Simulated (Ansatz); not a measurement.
Input file:

```yaml
crystal:
  periodic: [false, false, false]
  atoms:
    - {symbol: Si, position_ang: [0.000000, 0.000000, 0.153800]}
    - {symbol: P, position_ang: [0.000000, 0.000000, -1.790600]}
    - {symbol: H, position_ang: [0.000000, 0.000000, 1.636800]}
basis:
  gaussian: {orbitals: 6-31G}
magnetization: {spin_polarized: false}
correlation: {method: ccsd_t, electrons: outside_noble_gas}
```

```sh
$ ansatz run in.yaml --threads 1 --pin off --events-out ev --progress --plain --max-ram 2393MiB
```

**Question.** Roughly how long does this take on 1 thread of Arm Neoverse V2, shared host, and how much host memory?

**Answer.** 0.27 s wall and 0.07 GiB.

```
312 factors; integrals over basis functions are off by at most 1.7e-4 eV
mean field evaluation 1: about -17143.8896 eV, gradient 1.7e1 eV
mean field evaluation 2: about -17143.8938 eV, gradient 1.7e1 eV
mean field evaluation 4: about -17145.2174 eV, gradient 1.3e0 eV
mean field evaluation 8: about -17145.2374 eV, gradient 3.3e-2 eV
mean field evaluation 16: about -17145.2289 eV, gradient 3.6e-1 eV
mean field -17145.23738798 eV, -630.0758525489 hartree, gradient 1.9e-6 eV, S^2 0.000000; 0 other end points of the search recorded, 0 dependent functions left out; unrestricted orbitals would lower it
10 core orbitals not correlated: weight in the atoms' cores, before any rotation towards them, 1.000 or more for the frozen orbitals, at most 0.000 for the correlated occupied ones
reference -17145.23738798 eV, -630.0758525489 hartree; 5, 5 occupied and 13, 13 virtual orbitals, 312 factors
second order -3.57287433 eV of doubles, -0.00000000 eV of singles
cycle   1  -3.57354896 eV  change   -6.7e-4 eV  update   9.9e-2
cycle   2  -3.76519449 eV  change   -1.9e-1 eV  update   3.7e-2
cycle   3  -3.86598223 eV  change   -1.0e-1 eV  update   2.2e-2
cycle   4  -3.88128116 eV  change   -1.5e-2 eV  update   8.2e-3
cycle   5  -3.88898877 eV  change   -7.7e-3 eV  update   3.1e-3
cycle   6  -3.88895708 eV  change    3.2e-5 eV  update   6.5e-4
cycle   7  -3.88872932 eV  change    2.3e-4 eV  update   1.8e-4
cycle   8  -3.88888348 eV  change   -1.5e-4 eV  update   6.6e-5
cycle   9  -3.88886634 eV  change    1.7e-5 eV  update   2.0e-5
cycle  10  -3.88886147 eV  change    4.9e-6 eV  update   6.4e-6
perturbative correction -0.13076049 eV, -0.0048053594 hartree
Total energy: -17149.25700994 eV, -630.2235709314 hartree
```

For the same geometry and basis full CI lies 53.6 meV lower.
